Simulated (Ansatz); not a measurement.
**Lattice constant a of some transition metals**

Method: r²SCAN-D4 (plane waves, PAW; Ansatz, a program for electronic structure). References are measured values corrected to a static lattice or taken at low temperature (these still hold zero-point motion). The table is a random draw of 10 from 15 solids with such references.

Values in Å.

```json
[
 {"solid": "fcc Ag", "reference": "4.062", "r²SCAN-D4": "4.084", "error (%)": "+0.54"},
 {"solid": "bcc V", "reference": "3.021", "r²SCAN-D4": "2.976", "error (%)": "-1.49"},
 {"solid": "bcc Ta", "reference": "3.299", "r²SCAN-D4": "3.301", "error (%)": "+0.06"},
 {"solid": "bcc Mo", "reference": "3.141", "r²SCAN-D4": "3.144", "error (%)": "+0.10"},
 {"solid": "bcc Nb", "reference": "3.294", "r²SCAN-D4": "3.299", "error (%)": "+0.15"},
 {"solid": "fcc Ni", "reference": "3.508", "r²SCAN-D4": "3.468", "error (%)": "-1.14"},
 {"solid": "fcc Rh", "reference": "3.794", "r²SCAN-D4": "3.788", "error (%)": "-0.16"},
 {"solid": "fcc Ir", "reference": "3.831", "r²SCAN-D4": "3.836", "error (%)": "+0.13"},
 {"solid": "fcc Au", "reference": "4.062", "r²SCAN-D4": "4.109", "error (%)": "+1.16"},
 {"solid": "fcc Pt", "reference": "3.913", "r²SCAN-D4": "3.931", "error (%)": "+0.46"}
]
```

Over these 10 solids the mean error is -0.02 %, the mean absolute error 0.54 % (median 0.31 %), and the worst case bcc V at -1.49 %; the value is above the reference in 7 of 10 cases. Over all 15 the mean error is +0.15 % and the mean absolute error 0.65 % (median 0.47 %).

All these references are brought to a static lattice.

Spin–orbit coupling is left out, also for the solids with elements from indium on (bcc Ta, fcc Ir, fcc Au, fcc Pt); its size isn't shown.

Differences are worked out from the printed values.

Ansatz's density-functional and Hartree–Fock values are scalar-relativistic unless marked +SOC, with PAW data made under PBE.

Ansatz's runs of these crystals have no spin polarisation, but for fcc Ni. A magnetic state wasn't tried for bcc V, fcc Rh, fcc Pt with meta-GGA or hybrid levels, which favour moments.

Density-functional runs with spin start from parallel moments for fcc Ni.

Not in this set, of the transition metals with a reference value in our tables and a result at some level: 11 for a reference at room or unstated temperature (hcp Co, hcp Hf, double-hcp La, hcp Os, hcp Re and 6 more). These can be a level's worst cases. Values held back for tests aren't counted. Layered and molecular crystals are counted apart. The metals Ce to Yb are counted apart.

References as tabulated in Mejia-Rodriguez and Trickey (2018), arXiv:1807.09216.
